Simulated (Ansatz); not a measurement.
**BH₂− (singlet): wave-function methods side by side, aug-cc-pVDZ**

An exercise on one series of results from a longer session: the logs are not shown, and one member is left open.

Method: aug-cc-pVDZ, core rule «outside noble gas», up to 1 orbitals frozen; program: Ansatz 0.2.0, Gaussian basis.

Plan: UHF; CCSD(T) on RHF; CCSD(T) on UHF; BCCD(T) on RHF; CISD; CCSDT(Q) on RHF; CCSDT(Q) on UHF; CISDTQ; CCSDTQ on RHF; CCSDTQ on UHF; CASSCF and MRCISD+Q, 6 electrons in 6 orbitals; CASSCF and NEVPT2, 6 electrons in 6 orbitals; Full CI.

9 further runs of the same task are left out: 2 for a known fault of the program, 1 that didn't finish, 6 set aside as unsound or not needed.

**What is computed**

The geometry is a PBE0/def2-TZVPD stationary point (not a proven minimum) of the parent state, kept for this charge and spin.

3 atoms, charge -1, spin multiplicity 1.

Atoms are counted from 1 here; the program's logs count them from 0.

Bond lengths: B1–H2 1.209 Å, B1–H3 1.209 Å. Angles: H2–B1–H3 128.9°.

As a file:

```csv
atom,x (Å),y (Å),z (Å)
B1,0.0000,-0.0819,0.0000
H2,0.0000,0.4392,-1.0911
H3,0.0000,0.4392,1.0911
```

The first run:

Input file in.yaml:

```yaml
crystal:
  periodic: [false, false, false]
  atoms:
    - {symbol: B, position_ang: [0.000000, -0.081894, 0.000000]}
    - {symbol: H, position_ang: [0.000000, 0.439190, -1.091073]}
    - {symbol: H, position_ang: [0.000000, 0.439190, 1.091073]}
basis:
  gaussian: {orbitals: aug-cc-pVDZ}
total_charge: -1
magnetization: {spin_polarized: true, initial_magnetization: 0}
hamiltonian: {xc: hf}
output: {orbitals: {seedname: orbitals}}
```

The run is started by

```console
$ ansatz run in.yaml --threads 1 --pin off --events-out ev --progress --plain --max-ram 2816MiB --backend cpu
```

Among the steps run: UHF; CCSD(T) on RHF; CCSD(T) on UHF; BCCD(T) on RHF; CISD; CCSDT(Q) on RHF; CCSDT(Q) on UHF; CISDTQ; CCSDTQ on RHF; CCSDTQ on UHF; CASSCF and MRCISD+Q, 6 electrons in 6 orbitals; CASSCF and NEVPT2, 6 electrons in 6 orbitals; Full CI.

One of the session's tables, all rows but one given; the rest of the session is left out.

| method | from FCI (kcal/mol) |
| --- | --- |
| RHF | +85.02 |
| RMP2 | +19.40 |
| CISD | +7.66 |
| RCCSD | +3.45 |
| RCCSD(T) | +0.85 |
| BCCD(T) | +0.85 |
| RCCSDT | +0.20 |
| CISDTQ | +0.23 |
| RCCSDT(Q) | +0.03 |
| RCCSDTQ | ? |
| CASSCF valence | +58.95 |
| NEVPT2 valence | +20.49 |
| MRCISD valence | +3.93 |
| MRCISD+Q valence | -0.10 |
| FCI | 0 |

**Question.** Estimate the row for RCCSDTQ.

The run gave: from FCI (kcal/mol): +0.01. In the column «from FCI (kcal/mol)» it lies between FCI (0) and RCCSDT(Q) (+0.03).

Caveats from the session: Left out of the table: UHF, UMP2, UCCSD, UCCSD(T), UCCSDT, UCCSDT(Q), UCCSDTQ (another determinant or state than the rows shown). MRCISD+Q valence falls below full CI: the +Q correction isn't variational, and the cores differ from full CI's.
